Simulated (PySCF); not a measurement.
# Working with the constants of MgO

UHF-CCSD(T) constants of MgO, ³Π (triplet), unpaired electrons σ ↑, π ↑ (Mg x2c-TZVPPall, O x2c-TZVPPall; spin-free X2C with a Gaussian nucleus (PySCF 2.14); masses 23.9850 and 15.9949 u):

```
ωe              : 638.3 cm⁻¹
ωexe            : 3.91 cm⁻¹
Be              : 0.49575 cm⁻¹
αe              : 0.00469 cm⁻¹
D (centrifugal) : 1.2e-06 cm⁻¹
De to Mg + O    : 2.08 eV
```

(1) Give the vibrational terms G(v) and spacings up to v = 6.

(2) How well does the Morse estimate ωe²/(4ωexe) reproduce De, and what is D0?

Correlated steps freeze 2 core orbitals. The state was picked by a PBE0 search and need not be the measured ground state.

Results:

(1) G(v) = ωe(v+½) − ωexe(v+½)².

```json
{"v": "0", "G(v) (cm⁻¹)": "318", "G(v) − G(v−1)": "", "Bv (cm⁻¹)": "0.4934"}
{"v": "1", "G(v) (cm⁻¹)": "949", "G(v) − G(v−1)": "630", "Bv (cm⁻¹)": "0.4887"}
{"v": "2", "G(v) (cm⁻¹)": "1571", "G(v) − G(v−1)": "623", "Bv (cm⁻¹)": "0.4840"}
{"v": "3", "G(v) (cm⁻¹)": "2186", "G(v) − G(v−1)": "615", "Bv (cm⁻¹)": "0.4793"}
{"v": "4", "G(v) (cm⁻¹)": "2793", "G(v) − G(v−1)": "607", "Bv (cm⁻¹)": "0.4746"}
{"v": "5", "G(v) (cm⁻¹)": "3392", "G(v) − G(v−1)": "599", "Bv (cm⁻¹)": "0.4700"}
{"v": "6", "G(v) (cm⁻¹)": "3984", "G(v) − G(v−1)": "591", "Bv (cm⁻¹)": "0.4653"}
```

(2) It gives 3.23 eV, 155 % of the computed De. D0 = De − G(0) = 2.08 − 0.04 = 2.04 eV.
